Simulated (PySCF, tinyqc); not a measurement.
RHF in the sto-3g basis, for LiH, spin multiplicity 1, step by step. The lowest restricted solution is unstable here: a spin-polarised one lies 0.0181 hartree lower (PySCF). One step of it, computed by the program tinyqc.

Problem. Iteration 2: DIIS coefficients. Solve [B -1; -1 0][c; lambda] = [0; -1] for the coefficients, which sum to one.

B (overlaps of the stored error matrices):
```
               1              2
1  1.1082292e-02  7.3284672e-03
2  7.3284672e-03  5.6594732e-03
```

Give: DIIS coefficients.

Solution.

DIIS coefficients: -0.801  1.801
